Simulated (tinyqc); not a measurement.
Worked calculation (part 1 of 2): RHF in the sto-3g basis, for H2O, spin multiplicity 1. Computed by tinyqc, a small Python program that keeps every step (integrals from PySCF). Settings: charge = 0, multiplicity = 1, basis = sto-3g, energy threshold = 1e-09, iteration cap = 65, orthogonalisation = symmetric, start = atomic densities, DIIS depth = 0, method = RHF. Command: `OMP_NUM_THREADS=1 python tinyqc.py 23259 23260 out.jsonl` (the two numbers bound the seeds that draw the settings). One thread of a shared host (Intel(R) Xeon(R) Processor @ 2.60GHz), about 0.1 s of CPU time with the checks. Later iterations appear only in the table of the cycle.

## One-electron integrals

Geometry (angstrom):
```
atom         x          y         z
O     0.000000   0.000000  0.000000
H     0.000000   0.794000  0.674000
H     0.000000  -0.778000  0.660000
```

Basis sto-3g: exponents (1/bohr^2) and contraction coefficients of normalised primitives:
```
element  l (shell)    exponent  coefficient
O            s (1)  130.709320     0.154329
O            s (1)   23.808861     0.535328
O            s (1)    6.443608     0.444635
O            s (2)    5.033151    -0.099967
O            s (2)    1.169596     0.399513
O            s (2)    0.380389     0.700115
O            p (3)    5.033151     0.155916
O            p (3)    1.169596     0.607684
O            p (3)    0.380389     0.391957
H            s (1)    3.425251     0.154329
H            s (1)    0.623914     0.535328
H            s (1)    0.168855     0.444635
```

Overlap, kinetic and nuclear-attraction integrals over the contracted functions; the nuclear repulsion is the sum of Za Zb / Rab.

nuclear repulsion = 8.55080835 hartree

overlap S:
```
           1O 1s     1O 2s    1O 2px     1O 2py    1O 2pz     2H 1s      3H 1s
1O 1s   1.000000  0.236704  0.000000   0.000000  0.000000  0.044156   0.046454
1O 2s   0.236704  1.000000  0.000000   0.000000  0.000000  0.421191   0.434379
1O 2px  0.000000  0.000000  1.000000   0.000000  0.000000  0.000000   0.000000
1O 2py  0.000000  0.000000  0.000000   1.000000  0.000000  0.276631  -0.282742
1O 2pz  0.000000  0.000000  0.000000   0.000000  1.000000  0.234823   0.239858
2H 1s   0.044156  0.421191  0.000000   0.276631  0.234823  1.000000   0.231371
3H 1s   0.046454  0.434379  0.000000  -0.282742  0.239858  0.231371   1.000000
```

kinetic energy T (hartree):
```
            1O 1s      1O 2s    1O 2px     1O 2py    1O 2pz      2H 1s      3H 1s
1O 1s   29.003200  -0.168011  0.000000   0.000000  0.000000  -0.006927  -0.006086
1O 2s   -0.168011   0.808128  0.000000   0.000000  0.000000   0.091858   0.100433
1O 2px   0.000000   0.000000  2.528731   0.000000  0.000000   0.000000   0.000000
1O 2py   0.000000   0.000000  0.000000   2.528731  0.000000   0.170468  -0.181557
1O 2pz   0.000000   0.000000  0.000000   0.000000  2.528731   0.144705   0.154020
2H 1s   -0.006927   0.091858  0.000000   0.170468  0.144705   0.760032   0.004205
3H 1s   -0.006086   0.100433  0.000000  -0.181557  0.154020   0.004205   0.760032
```

nuclear attraction V (hartree):
```
             1O 1s       1O 2s     1O 2px      1O 2py      1O 2pz      2H 1s      3H 1s
1O 1s   -61.645229   -7.426121   0.000000    0.000424   -0.017325  -1.421410  -1.496475
1O 2s    -7.426121  -10.070202   0.000000    0.004420   -0.208513  -3.327130  -3.453847
1O 2px    0.000000    0.000000  -9.926640    0.000000    0.000000   0.000000   0.000000
1O 2py    0.000424    0.004420   0.000000  -10.049169    0.002545  -1.928754   1.989703
1O 2pz   -0.017325   -0.208513   0.000000    0.002545  -10.014874  -1.702057  -1.753334
2H 1s    -1.421410   -3.327130   0.000000   -1.928754   -1.702057  -5.520869  -1.406269
3H 1s    -1.496475   -3.453847   0.000000    1.989703   -1.753334  -1.406269  -5.593905
```

core Hamiltonian H = T + V (hartree):
```
             1O 1s      1O 2s     1O 2px     1O 2py     1O 2pz      2H 1s      3H 1s
1O 1s   -32.642029  -7.594132   0.000000   0.000424  -0.017325  -1.428337  -1.502561
1O 2s    -7.594132  -9.262074   0.000000   0.004420  -0.208513  -3.235272  -3.353414
1O 2px    0.000000   0.000000  -7.397908   0.000000   0.000000   0.000000   0.000000
1O 2py    0.000424   0.004420   0.000000  -7.520438   0.002545  -1.758286   1.808146
1O 2pz   -0.017325  -0.208513   0.000000   0.002545  -7.486143  -1.557352  -1.599314
2H 1s    -1.428337  -3.235272   0.000000  -1.758286  -1.557352  -4.760837  -1.402064
3H 1s    -1.502561  -3.353414   0.000000   1.808146  -1.599314  -1.402064  -4.833873
```

## Two-electron integrals

Functions are numbered as in S; the eight-fold symmetry (ij|kl) = (ji|kl) = (kl|ij) leaves the list below.

Two-electron integrals (ij|kl) in chemists' order, unique and non-zero (hartree):
```
(11|11) 4.785065    (21|11) 0.741380    (21|21) 0.136873    (22|11) 1.118947
(22|21) 0.256633    (22|22) 0.817206    (31|31) 0.024477    (32|31) 0.037809
(32|32) 0.180518    (33|11) 1.115814    (33|21) 0.256684    (33|22) 0.817023
(33|33) 0.880159    (41|41) 0.024477    (42|41) 0.037809    (42|42) 0.180518
(43|43) 0.047444    (44|11) 1.115814    (44|21) 0.256684    (44|22) 0.817023
(44|33) 0.785270    (44|44) 0.880159    (51|51) 0.024477    (52|51) 0.037809
(52|52) 0.180518    (53|53) 0.047444    (54|54) 0.047444    (55|11) 1.115814
(55|21) 0.256684    (55|22) 0.817023    (55|33) 0.785270    (55|44) 0.785270
(55|55) 0.880159    (61|11) 0.140205    (61|21) 0.025673    (61|22) 0.047850
(61|33) 0.047757    (61|41) 0.000903    (61|42) 0.001694    (61|44) 0.047924
(61|51) 0.000767    (61|52) 0.001438    (61|54) 0.000141    (61|55) 0.047877
(61|61) 0.004878    (62|11) 0.348163    (62|21) 0.080884    (62|22) 0.286017
(62|33) 0.281101    (62|41) 0.004636    (62|42) 0.035720    (62|44) 0.289514
(62|51) 0.003935    (62|52) 0.030321    (62|54) 0.007141    (62|55) 0.287163
(62|61) 0.015477    (62|62) 0.124936    (63|31) 0.008377    (63|32) 0.049079
(63|43) 0.007381    (63|53) 0.006266    (63|63) 0.017609    (64|11) 0.193456
(64|21) 0.045516    (64|22) 0.171845    (64|33) 0.164085    (64|41) 0.010659
(64|42) 0.069347    (64|44) 0.183686    (64|51) 0.001937    (64|52) 0.017205
(64|54) 0.010373    (64|55) 0.167571    (64|61) 0.009086    (64|62) 0.091187
(64|64) 0.083392    (65|11) 0.164218    (65|21) 0.038637    (65|22) 0.145874
(65|33) 0.139286    (65|41) 0.001937    (65|42) 0.017205    (65|44) 0.143393
(65|51) 0.010021    (65|52) 0.063684    (65|54) 0.010868    (65|55) 0.154777
(65|61) 0.007713    (65|62) 0.077406    (65|64) 0.055842    (65|65) 0.065011
(66|11) 0.494332    (66|21) 0.116705    (66|22) 0.473898    (66|33) 0.454877
(66|41) 0.008509    (66|42) 0.090921    (66|44) 0.487696    (66|51) 0.007223
(66|52) 0.077180    (66|54) 0.027859    (66|55) 0.478526    (66|61) 0.022519
(66|62) 0.262960    (66|64) 0.219048    (66|65) 0.185943    (66|66) 0.774606
(71|11) 0.147584    (71|21) 0.027020    (71|22) 0.050345    (71|33) 0.050247
(71|41) -0.000951   (71|42) -0.001782   (71|44) 0.050421    (71|51) 0.000807
(71|52) 0.001511    (71|54) -0.000148   (71|55) 0.050373    (71|61) 0.005059
(71|62) 0.015799    (71|64) 0.008489    (71|65) 0.007879    (71|66) 0.022765
(71|71) 0.005403    (72|11) 0.361560    (72|21) 0.083975    (72|22) 0.296369
(72|33) 0.291313    (72|41) -0.004810   (72|42) -0.036854   (72|44) 0.299969
(72|51) 0.004081    (72|52) 0.031264    (72|54) -0.007343   (72|55) 0.297542
(72|61) 0.015591    (72|62) 0.105391    (72|64) 0.053063    (72|65) 0.063476
(72|66) 0.182135    (72|71) 0.016904    (72|72) 0.133434    (73|31) 0.008756
(73|32) 0.051084    (73|43) -0.007643   (73|53) 0.006484    (73|63) 0.014442
(73|73) 0.018944    (74|11) -0.199383   (74|21) -0.046904   (74|22) -0.176753
(74|33) -0.168746   (74|41) 0.011109    (74|42) 0.071878    (74|44) -0.188997
(74|51) -0.001996   (74|52) -0.017640   (74|54) 0.010696    (74|55) -0.172319
(74|61) -0.008309   (74|62) -0.052496   (74|64) -0.012440   (74|65) -0.030932
(74|66) -0.080555   (74|71) -0.009856   (74|72) -0.096666   (74|74) 0.088166
(75|11) 0.169142    (75|21) 0.039790    (75|22) 0.149945    (75|33) 0.143152
(75|41) -0.001996   (75|42) -0.017640   (75|44) 0.147364    (75|51) 0.010449
(75|52) 0.066048    (75|54) -0.011216   (75|55) 0.159151    (75|61) 0.007718
(75|62) 0.063128    (75|64) 0.031073    (75|65) 0.051890    (75|66) 0.119486
(75|71) 0.008361    (75|72) 0.082005    (75|74) -0.058722   (75|75) 0.068760
(76|11) 0.138717    (76|21) 0.032539    (76|22) 0.125274    (76|33) 0.122194
(76|41) 0.000012    (76|42) 0.000144    (76|44) 0.124486    (76|51) 0.002446
(76|52) 0.022566    (76|54) 0.000042    (76|55) 0.129006    (76|61) 0.006171
(76|62) 0.054995    (76|64) 0.034736    (76|65) 0.038271    (76|66) 0.121559
(76|71) 0.006491    (76|72) 0.056618    (76|74) -0.035329   (76|75) 0.039140
(76|76) 0.029912    (77|11) 0.503407    (77|21) 0.118821    (77|22) 0.481125
(77|33) 0.461714    (77|41) -0.008764   (77|42) -0.092750   (77|44) 0.495227
(77|51) 0.007435    (77|52) 0.078682    (77|54) -0.028430   (77|55) 0.485832
(77|61) 0.022029    (77|62) 0.178412    (77|64) 0.079715    (77|65) 0.117753
(77|66) 0.331393    (77|71) 0.024128    (77|72) 0.273494    (77|74) -0.226168
(77|75) 0.191865    (77|76) 0.121559    (77|77) 0.774606
```

## Orthogonalisation

S = U s U^T; symmetric (Loewdin) form X = U s^(-1/2) U^T, so that X^T S X = 1.

eigenvalues of S: 0.389502  0.472852  0.881815  1.000000  1.102174  1.296352  1.857305

X:
```
            1O 1s      1O 2s    1O 2px     1O 2py     1O 2pz      2H 1s      3H 1s
1O 1s    1.023893  -0.139678  0.000000   0.000303  -0.009181   0.020034   0.020627
1O 2s   -0.139678   1.194373  0.000000  -0.004338   0.093600  -0.246348  -0.259981
1O 2px   0.000000   0.000000  1.000000   0.000000   0.000000   0.000000   0.000000
1O 2py   0.000303  -0.004338  0.000000   1.085811  -0.002018  -0.192675   0.199000
1O 2pz  -0.009181   0.093600  0.000000  -0.002018   1.050805  -0.134974  -0.140854
2H 1s    0.020034  -0.246348  0.000000  -0.192675  -0.134974   1.159866  -0.082298
3H 1s    0.020627  -0.259981  0.000000   0.199000  -0.140854  -0.082298   1.171286
```

## Starting guess

The start is atomic minimal-basis densities projected into this basis (PySCF's MINAO start) and scaled to the electron count of each spin; this density is not idempotent, so its energy is not variational and may lie below the converged one.

D at the start:
```
            1O 1s      1O 2s    1O 2px     1O 2py     1O 2pz      2H 1s      3H 1s
1O 1s    2.143376  -0.489483  0.000000  -0.000320   0.017249  -0.016028  -0.016365
1O 2s   -0.489483   2.086885  0.000000   0.002008  -0.088519   0.045913   0.045473
1O 2px   0.000000   0.000000  1.308147   0.000000   0.000000   0.000000   0.000000
1O 2py  -0.000320   0.002008  0.000000   1.176347   0.001248   0.115857  -0.115032
1O 2pz   0.017249  -0.088519  0.000000   0.001248   1.230172   0.063799   0.063136
2H 1s   -0.016028   0.045913  0.000000   0.115857   0.063799   0.994290   0.070196
3H 1s   -0.016365   0.045473  0.000000  -0.115032   0.063136   0.070196   0.995382
```

## Iteration 1: building the Fock matrix

J_ij = sum D_kl (ij|kl), K_ij = sum D_kl (ik|jl); F = H + J - 0.5 K; E = tr D H + tr D J / 2 - 0.25 tr D K + E_nn.

Coulomb J (hartree):
```
            1O 1s      1O 2s    1O 2px     1O 2py     1O 2pz     2H 1s      3H 1s
1O 1s   17.211002   3.227650  0.000000  -0.000226   0.013265  0.606437   0.638212
1O 2s    3.227650   8.023219  0.000000  -0.001765   0.157615  2.838287   2.940680
1O 2px   0.000000   0.000000  7.977340   0.000000   0.000000  0.000000   0.000000
1O 2py  -0.000226  -0.001765  0.000000   8.042951  -0.000573  1.710782  -1.759718
1O 2pz   0.013265   0.157615  0.000000  -0.000573   8.025160  1.503776   1.545493
2H 1s    0.606437   2.838287  0.000000   1.710782   1.503776  4.943148   1.269830
3H 1s    0.638212   2.940680  0.000000  -1.759718   1.545493  1.269830   5.003930
```

exchange K (hartree):
```
            1O 1s      1O 2s    1O 2px     1O 2py     1O 2pz     2H 1s      3H 1s
1O 1s    9.914031   1.686638  0.000000  -0.000714   0.017001  0.352726   0.370482
1O 2s    1.686638   2.762402  0.000000  -0.004967   0.150219  1.198370   1.237785
1O 2px   0.000000   0.000000  1.709803   0.000000   0.000000  0.000000   0.000000
1O 2py  -0.000714  -0.004967  0.000000   1.817819  -0.002471  0.553175  -0.569863
1O 2pz   0.017001   0.150219  0.000000  -0.002471   1.789297  0.541024   0.553551
2H 1s    0.352726   1.198370  0.000000   0.553175   0.541024  1.360772   0.569999
3H 1s    0.370482   1.237785  0.000000  -0.569863   0.553551  0.569999   1.391797
```

Fock matrix F (hartree):
```
             1O 1s      1O 2s     1O 2px     1O 2py     1O 2pz      2H 1s      3H 1s
1O 1s   -20.388042  -5.209800   0.000000   0.000555  -0.012561  -0.998264  -1.049590
1O 2s    -5.209800  -2.620056   0.000000   0.005137  -0.126007  -0.996170  -1.031626
1O 2px    0.000000   0.000000  -0.275470   0.000000   0.000000   0.000000   0.000000
1O 2py    0.000555   0.005137   0.000000  -0.386396   0.003208  -0.324091   0.333360
1O 2pz   -0.012561  -0.126007   0.000000   0.003208  -0.355632  -0.324089  -0.330597
2H 1s    -0.998264  -0.996170   0.000000  -0.324091  -0.324089  -0.498075  -0.417233
3H 1s    -1.049590  -1.031626   0.000000   0.333360  -0.330597  -0.417233  -0.525842
```

total energy of this density = -75.32781701 hartree

This density is the starting one; it is not idempotent, so its energy is not variational and may lie below the converged one.

## Iteration 1: diagonalisation and new density

Diagonalise F' = X^T F X, C = X C', fill 5 alpha and 5 beta electrons from the bottom; D = 2 C_occ C_occ^T. Each column has its largest component positive (the first on a tie).

F' = X^T F X (hartree):
```
            1          2          3          4          5          6          7
1  -20.009297  -2.694937   0.000000   0.000486  -0.034359  -0.134410  -0.148424
2   -2.694937  -1.434266   0.000000  -0.002679   0.069527  -0.498667  -0.521585
3    0.000000   0.000000  -0.275470   0.000000   0.000000   0.000000   0.000000
4    0.000486  -0.002679   0.000000  -0.183191  -0.000863  -0.360630   0.370078
5   -0.034359   0.069527   0.000000  -0.000863  -0.231346  -0.269284  -0.278041
6   -0.134410  -0.498667   0.000000  -0.360630  -0.269284  -0.004146  -0.146854
7   -0.148424  -0.521585   0.000000   0.370078  -0.278041  -0.146854  -0.000532
```

orbital energies (hartree): MO1 -20.396876, MO2 -1.432817, MO3 -0.561343, MO4 -0.431886, MO5 -0.275470, MO6 0.435674, MO7 0.524470

coefficients C:
```
              MO1        MO2        MO3        MO4       MO5        MO6        MO7
1O 1s    0.994199  -0.238725  -0.003152   0.088099  0.000000   0.123433   0.018673
1O 2s    0.025249   0.872349   0.016858  -0.448024  0.000000  -0.777796  -0.124455
1O 2px   0.000000   0.000000   0.000000   0.000000  1.000000   0.000000   0.000000
1O 2py  -0.000114  -0.004090   0.712529   0.011237  0.000000  -0.114279   0.857225
1O 2pz   0.002795   0.095887  -0.011613   0.801267  0.000000  -0.699590  -0.101525
2H 1s   -0.004369   0.140153   0.360858   0.265221  0.000000   0.862619  -0.710042
3H 1s   -0.004567   0.146414  -0.365242   0.252973  0.000000   0.647819   0.931460
```

D after iteration 1:
```
            1O 1s      1O 2s    1O 2px     1O 2py     1O 2pz      2H 1s      3H 1s
1O 1s    2.106386  -0.445343  0.000000  -0.000786   0.101031  -0.031148  -0.032111
1O 2s   -0.445343   1.925278  0.000000   0.006814  -0.550929   0.018821   0.016228
1O 2px   0.000000   0.000000  2.000000   0.000000   0.000000   0.000000   0.000000
1O 2py  -0.000786   0.006814  0.000000   1.015680   0.000673   0.519058  -0.516002
1O 2pz   0.101031  -0.550929  0.000000   0.000673   1.302731   0.443497   0.441934
2H 1s   -0.031148   0.018821  0.000000   0.519058   0.443497   0.440444  -0.088332
3H 1s   -0.032111   0.016228  0.000000  -0.516002   0.441934  -0.088332   0.437710
```

## Iteration 2: building the Fock matrix

As before.

Coulomb J (hartree):
```
            1O 1s      1O 2s    1O 2px     1O 2py     1O 2pz     2H 1s      3H 1s
1O 1s   17.513629   3.307473  0.000000  -0.000036  -0.008334  0.620337   0.652819
1O 2s    3.307473   8.264027  0.000000  -0.000537   0.026080  2.873845   2.977969
1O 2px   0.000000   0.000000  8.264853   0.000000   0.000000  0.000000   0.000000
1O 2py  -0.000036  -0.000537  0.000000   8.249361  -0.000629  1.718897  -1.767865
1O 2pz  -0.008334   0.026080  0.000000  -0.000629   8.254062  1.474373   1.515290
2H 1s    0.620337   2.873845  0.000000   1.718897   1.474373  4.854626   1.264545
3H 1s    0.652819   2.977969  0.000000  -1.767865   1.515290  1.264545   4.920083
```

exchange K (hartree):
```
            1O 1s      1O 2s    1O 2px     1O 2py     1O 2pz     2H 1s      3H 1s
1O 1s    9.778642   1.663190  0.000000  -0.000108   0.004209  0.327848   0.344545
1O 2s    1.663190   2.647041  0.000000  -0.000941  -0.115685  1.010003   1.043009
1O 2px   0.000000   0.000000  2.278502   0.000000   0.000000  0.000000   0.000000
1O 2py  -0.000108  -0.000941  0.000000   1.901560  -0.004196  0.622081  -0.632689
1O 2pz   0.004209  -0.115685  0.000000  -0.004196   2.008741  0.532136   0.540738
2H 1s    0.327848   1.010003  0.000000   0.622081   0.532136  1.092187   0.389170
3H 1s    0.344545   1.043009  0.000000  -0.632689   0.540738  0.389170   1.121023
```

Fock matrix F (hartree):
```
             1O 1s      1O 2s     1O 2px     1O 2py     1O 2pz      2H 1s      3H 1s
1O 1s   -20.017721  -5.118254   0.000000   0.000441  -0.027764  -0.971924  -1.022015
1O 2s    -5.118254  -2.321567   0.000000   0.004353  -0.124590  -0.866428  -0.896950
1O 2px    0.000000   0.000000  -0.272307   0.000000   0.000000   0.000000   0.000000
1O 2py    0.000441   0.004353   0.000000  -0.221857   0.004014  -0.350430   0.356625
1O 2pz   -0.027764  -0.124590   0.000000   0.004014  -0.236451  -0.349047  -0.354393
2H 1s    -0.971924  -0.866428   0.000000  -0.350430  -0.349047  -0.452304  -0.332104
3H 1s    -1.022015  -0.896950   0.000000   0.356625  -0.354393  -0.332104  -0.474302
```

total energy of this density = -74.92021631 hartree

## Iteration 2: diagonalisation and new density

As before.

F' = X^T F X (hartree):
```
            1          2          3          4          5          6          7
1  -19.640259  -2.685512   0.000000   0.000581  -0.054451  -0.126179  -0.139676
2   -2.685512  -1.166715   0.000000  -0.003481   0.091189  -0.445255  -0.465369
3    0.000000   0.000000  -0.272307   0.000000   0.000000   0.000000   0.000000
4    0.000581  -0.003481   0.000000   0.029079  -0.000327  -0.422803   0.431047
5   -0.054451   0.091189   0.000000  -0.000327  -0.084165  -0.320729  -0.329013
6   -0.126179  -0.445255   0.000000  -0.422803  -0.320729   0.019558  -0.101621
7   -0.139676  -0.465369   0.000000   0.431047  -0.329013  -0.101621   0.026286
```

orbital energies (hartree): MO1 -20.026701, MO2 -1.158231, MO3 -0.528782, MO4 -0.366828, MO5 -0.272307, MO6 0.580478, MO7 0.683849

coefficients C:
```
              MO1        MO2        MO3        MO4       MO5        MO6        MO7
1O 1s    0.994127  -0.229320  -0.002655   0.113619  0.000000   0.121444   0.015367
1O 2s    0.025862   0.823019   0.014543  -0.568025  0.000000  -0.756142  -0.102227
1O 2px   0.000000   0.000000   0.000000   0.000000  1.000000   0.000000   0.000000
1O 2py  -0.000126  -0.004365   0.609492   0.003405  0.000000  -0.102920   0.934682
1O 2pz   0.003924   0.133839  -0.005188   0.734090  0.000000  -0.765587  -0.090183
2H 1s   -0.005193   0.173113   0.455876   0.313073  0.000000   0.812733  -0.687114
3H 1s   -0.005443   0.180698  -0.454051   0.304152  0.000000   0.651075   0.866539
```

D after iteration 2:
```
            1O 1s      1O 2s    1O 2px     1O 2py     1O 2pz      2H 1s      3H 1s
1O 1s    2.107585  -0.455202  0.000000  -0.000712   0.113258  -0.020999  -0.022171
1O 2s   -0.455202   2.001786  0.000000   0.006669  -0.613606  -0.057725  -0.061585
1O 2px   0.000000   0.000000  2.000000   0.000000   0.000000   0.000000   0.000000
1O 2py  -0.000712   0.006669  0.000000   0.743022  -0.002494   0.556328  -0.552985
1O 2pz   0.113258  -0.613606  0.000000  -0.002494   1.113686   0.501215   0.499588
2H 1s   -0.020999  -0.057725  0.000000   0.556328   0.501215   0.671666  -0.160919
3H 1s   -0.022171  -0.061585  0.000000  -0.552985   0.499588  -0.160919   0.662704
```
